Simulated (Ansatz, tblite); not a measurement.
Cost and result up the ladder for the cluster NaH2 (the lowest doublet isomer of a short search) (3 atoms). Charge 0, multiplicity 2. Geometry: r2SCAN-D4/def2-TZVP.

Cartesian coordinates in Å:
```
Na -2.861 -0.128 0.338
H 1.800 0.068 -0.215
H 1.061 0.060 -0.123
```

Ansatz on 4 threads of Arm Neoverse V1 on a shared host; xTB runs through tblite on one thread. Times are rough, summed over both states, and most runs start from the orbitals of an earlier one. CCSD(T)/def2-TZVPP serves as the yardstick here, not as an exact answer. The other state is a quartet at its own geometry, which has other bonds, so the gap mixes isomer and spin.

The xTB rows come from tblite. HSE06 is defined as in plane-wave codes, on full-range PBE exchange. Correlated methods freeze 1 core orbital; core or outer-core shells of Na are correlated, in sets that lack core-valence functions. In the doublet geometry the species has come apart into loosely held pieces. In the doublet, H2 and H3 lie 0.75 Å apart (atoms count from 1), so H2 has formed as a molecule. In the quartet geometry the species has come apart into loosely held pieces. The structure comes from a short search, and lower isomers may exist.

Correlated methods converge slowly with the basis.

xTB has no spin-polarisation term.

| level | functions | quartet − doublet (eV) | difference from CCSD(T)/def2-TZVPP (eV) |
| --- | --- | --- | --- |
| BHLYP-D4/def2-TZVP | 44 | 4.72 | 0.02 |
| CCSD(T)/def2-TZVPP | 60 | 4.70 | 0.00 |
| GFN1-xTB | 8 | 6.41 | 1.71 |
| revPBE-D4/def2-TZVP | 44 | 4.63 | -0.07 |
| r2SCANh-D4/def2-TZVP | 44 | 4.65 | -0.05 |
| MP2/def2-TZVP | 44 | 4.37 | -0.33 |
| PBE0-D4/def2-TZVP | 44 | 4.53 | -0.17 |
| PBE-D4/def2-TZVP | 44 | 4.55 | -0.15 |
| GFN2-xTB | 6 | 5.31 | 0.61 |
| r2SCAN-D4/def2-TZVP (with forces) | 44 | 4.66 | -0.04 |
| HSE06-D4/def2-TZVP | 44 | 4.53 | -0.17 |
| RPA@PBE/def2-TZVP | 44 | 4.65 | -0.05 |
| ωB97M-V/def2-TZVP | 44 | 4.68 | -0.02 |

(1) Estimate how long each takes.

Answers

(1) GFN2-xTB 0.002 s; GFN1-xTB 0.003 s; MP2/def2-TZVP 0.25 s; PBE-D4/def2-TZVP 0.6 s; revPBE-D4/def2-TZVP 0.6 s; BHLYP-D4/def2-TZVP 0.6 s; PBE0-D4/def2-TZVP 0.7 s; RPA@PBE/def2-TZVP 0.7 s; HSE06-D4/def2-TZVP 0.75 s; CCSD(T)/def2-TZVPP 1.2 s; r2SCANh-D4/def2-TZVP 1.5 s; r2SCAN-D4/def2-TZVP (with forces) 1.6 s; ωB97M-V/def2-TZVP 1.9 s. On shared hardware such times vary by a factor of up to 3.
